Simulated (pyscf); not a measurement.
Optimised with ωB97X-D3(BJ)/def2-SVP in PySCF. MP2 and CC: frozen core, UHF for open shells. ΔMP2 is the change of the MP2 total energy from the triple- to the quadruple-zeta basis.

### Question
[H₂As–InH]• (SMILES [AsH2][InH]) → •HAs–InH₂ (SMILES [AsH][InH2])
Surface: doublet. Broken: As–H. Formed: H–In. Give ΔE‡ and ΔE from CCSD(T)/def2-TZVPP + ΔMP2(QZVPP), relative to the reactant's lowest minimum found.

### Answer
ΔE‡ = 1.58 eV, ΔE = +0.30 eV. Zero-point energy shifts the barrier by -0.08 eV. It is a hydrogen shift, with an imaginary mode of 1405i cm⁻¹. The same reactants have a lower exit, to [HAs=In]• + H₂ (barrier +1.21 eV at ωB97M-D3(BJ), against +1.67 eV here). One saddle was located; it need not be the lowest between these sides. The CCSD(T) − MP2 part came from Ansatz, without density fitting, on the same reference. The frozen core leaves the outer d or s,p core shells of the metals and heavy elements correlated in the MP2 and CC values, and def2-TZVPP describes them poorly, which can shift differences by a few kcal/mol. Elements up to Kr have no core potential and no relativistic terms here. Elements past Kr carry the def2 core potentials, without spin-orbit coupling.
